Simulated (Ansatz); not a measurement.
in.yaml

```yaml
crystal:
  periodic: [false, false, false]
  atoms:
    - {symbol: F, position_ang: [0.000000, 0.000000, 0.000000]}
    - {symbol: S, position_ang: [0.000000, 0.000000, 1.504000]}
basis:
  gaussian: {orbitals: cc-pVDZ}
total_charge: 1
magnetization: {spin_polarized: true, initial_magnetization: 4}
correlation: {method: ccsdt_q, electrons: outside_noble_gas}
```

```sh
$ ansatz run in.yaml --threads 1 --pin off --events-out ev --progress --plain --max-ram 2393MiB
```

**Question.** Roughly how long does this take on 1 thread of Intel Xeon, shared host, and how much host memory?

**Answer.** 19 s wall and 0.19 GiB.

```
559 factors; integrals over basis functions are off by at most 1.8e-7 eV
mean field evaluation 1: about -13500.0759 eV, gradient 3.0e1 eV
mean field evaluation 2: about -13500.1841 eV, gradient 3.0e1 eV
mean field evaluation 4: about -13503.6935 eV, gradient 2.9e0 eV
mean field evaluation 8: about -13503.8187 eV, gradient 1.2e-1 eV
mean field evaluation 16: about -13501.9144 eV, gradient 2.3e1 eV
mean field evaluation 32: about -13503.6608 eV, gradient 1.8e-6 eV
mean field evaluation 64: about -13503.6591 eV, gradient 4.8e-1 eV
mean field evaluation 96: about -13503.6577 eV, gradient 5.4e-1 eV
mean field -13503.81912134 eV, -496.2561994918 hartree, gradient 5.3e-6 eV, S^2 6.013056; 8 other end points of the search recorded, 0 dependent functions left out
determinant -13503.81912134 eV, -496.2561994918 hartree, with singles and doubles -13510.98533423 eV, -496.5195529581 hartree
determinant -13503.66075383 eV, -496.2503795933 hartree, with singles and doubles -13510.37324554 eV, -496.4970591138 hartree
6 core orbitals not correlated: weight in the atoms' cores, before any rotation towards them, 1.000 or more for the frozen orbitals, at most 0.000 for the correlated occupied ones
reference -13503.81912134 eV, -496.2561994918 hartree; 8, 4 occupied and 18, 22 virtual orbitals, 559 factors
second order -6.65231617 eV of doubles, -0.00000000 eV of singles
cycle   1  -6.86779119 eV  change   -2.2e-1 eV  update   8.1e-2
cycle   2  -7.15641796 eV  change   -2.9e-1 eV  update   3.7e-2
cycle   3  -7.33057321 eV  change   -1.7e-1 eV  update   2.4e-2
cycle   4  -7.34090719 eV  change   -1.0e-2 eV  update   9.0e-3
cycle   5  -7.33854230 eV  change    2.4e-3 eV  update   4.8e-3
cycle   6  -7.34064691 eV  change   -2.1e-3 eV  update   2.0e-3
cycle   7  -7.34206112 eV  change   -1.4e-3 eV  update   1.1e-3
cycle   8  -7.34145248 eV  change    6.1e-4 eV  update   4.2e-4
cycle   9  -7.34150700 eV  change   -5.5e-5 eV  update   2.4e-4
cycle  10  -7.34148304 eV  change    2.4e-5 eV  update   9.6e-5
cycle  11  -7.34148231 eV  change    7.3e-7 eV  update   3.8e-5
cycle  12  -7.34148808 eV  change   -5.8e-6 eV  update   1.3e-5
cycle  13  -7.34148823 eV  change   -1.5e-7 eV  update   5.3e-6
cycle  14  -7.34148683 eV  change    1.4e-6 eV  update   2.0e-6
cycle  15  -7.34148832 eV  change   -1.5e-6 eV  update   9.0e-7
cycle  16  -7.34148910 eV  change   -7.8e-7 eV  update   5.3e-7
cycle  17  -7.34148950 eV  change   -4.0e-7 eV  update   2.5e-7
perturbative correction -0.01629446 eV, -0.0005988104 hartree
Total energy: -13511.17690530 eV, -496.5265930651 hartree
```
